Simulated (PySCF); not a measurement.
# Electronic absorption of C4H6O

C4H6O.
Cartesian coordinates in Å at the GFN2-xTB level; atoms count from 1:
```xyz
11
C4H6O angstrom
C     -2.3510   -0.2190    0.0578
C     -1.0692   -0.4649    0.2767
O     -0.0891    0.3236   -0.2276
C      1.2004    0.0056    0.0424
C      2.2098    0.7260   -0.4195
H     -3.1091   -0.8572    0.4686
H     -2.6643    0.6218   -0.5337
H     -0.7365   -1.3115    0.8720
H      1.3520   -0.8760    0.6601
H      3.2239    0.4617   -0.1913
H      2.0387    1.5925   -1.0316
```

The calculation used TDDFT B3LYP/def2-SVPD, vertical, gas phase, core orbitals frozen in the response in PySCF 2.14.0, density-fitted response routines.

**Question.** What does the calculation give for the low-lying excited states?

**Answer.** 

```json
{"state": "S1", "E (eV)": "5.96", "λ (nm)": "208.0", "ν̃ (cm⁻¹)": "48070", "f": "0.520", "symmetry": "B1 or B2", "main configurations (H = HOMO, L = LUMO)": "H→L (95%)"}
{"state": "S2", "E (eV)": "6.03", "λ (nm)": "205.6", "ν̃ (cm⁻¹)": "48640", "f": "0.038", "symmetry": "B1 or B2", "main configurations (H = HOMO, L = LUMO)": "H→L+2 (99%)"}
{"state": "S3", "E (eV)": "6.09", "λ (nm)": "203.5", "ν̃ (cm⁻¹)": "49130", "f": "0.017", "symmetry": "A1", "main configurations (H = HOMO, L = LUMO)": "H→L+1 (90%), H-1→L (9%)"}
{"state": "S4", "E (eV)": "6.55", "λ (nm)": "189.2", "ν̃ (cm⁻¹)": "52850", "f": "0.0000", "symmetry": "–", "main configurations (H = HOMO, L = LUMO)": "H→L+3 (97%)"}
{"state": "S5", "E (eV)": "6.60", "λ (nm)": "187.8", "ν̃ (cm⁻¹)": "53240", "f": "0.023", "symmetry": "B1 or B2", "main configurations (H = HOMO, L = LUMO)": "H→L+4 (98%)"}
{"state": "S6", "E (eV)": "7.47", "λ (nm)": "166.0", "ν̃ (cm⁻¹)": "60220", "f": "0.0000", "symmetry": "–", "main configurations (H = HOMO, L = LUMO)": "H→L+5 (84%), H-1→L+2 (11%)"}
{"state": "S7", "E (eV)": "7.74", "λ (nm)": "160.2", "ν̃ (cm⁻¹)": "62420", "f": "0.0012", "symmetry": "–", "main configurations (H = HOMO, L = LUMO)": "H→L+6 (86%), H→L+7 (8%)"}
{"state": "S8", "E (eV)": "7.79", "λ (nm)": "159.2", "ν̃ (cm⁻¹)": "62810", "f": "0.250", "symmetry": "B1 or B2", "main configurations (H = HOMO, L = LUMO)": "H-1→L+1 (92%)"}
```

Triplets (Tamm–Dancoff): T1 4.08 eV, H→L (86%), H-1→L+1 (12%); T2 4.34 eV, H→L+1 (76%), H-1→L (23%); T3 5.95 eV, H→L+2 (98%).

The lowest singlet lies at 5.96 eV (208 nm, ultraviolet) and is strong; its leading configuration is HOMO→LUMO (95%). The lowest level is also the most intense of those listed (f = 0.520). Löwdin shares by element: HOMO carbon 55% or more, oxygen 23% (atoms not listed hold the other 22%); LUMO carbon 78% (atoms not listed hold the other 22%). The oscillator strengths of these states sum to 0.849; summed over the whole spectrum of an exact calculation they would give the number of electrons, 38 (Thomas–Reiche–Kuhn). Of the 8 states listed, 5 reach f = 0.01 and 2 stay under 0.0005. Orbital energies (eV): HOMO-3 -10.68, HOMO-2 -9.82, HOMO-1 -8.03, HOMO -6.29, LUMO -0.02, LUMO+1 0.30, LUMO+2 0.68. Symmetry labels in C2v follow from the direction of the transition dipole and are given only for states with f of 0.002 or more; B1 and B2 swap with the choice of axes. The window holds the lowest 8 singlets.

One conformer stands for the species.
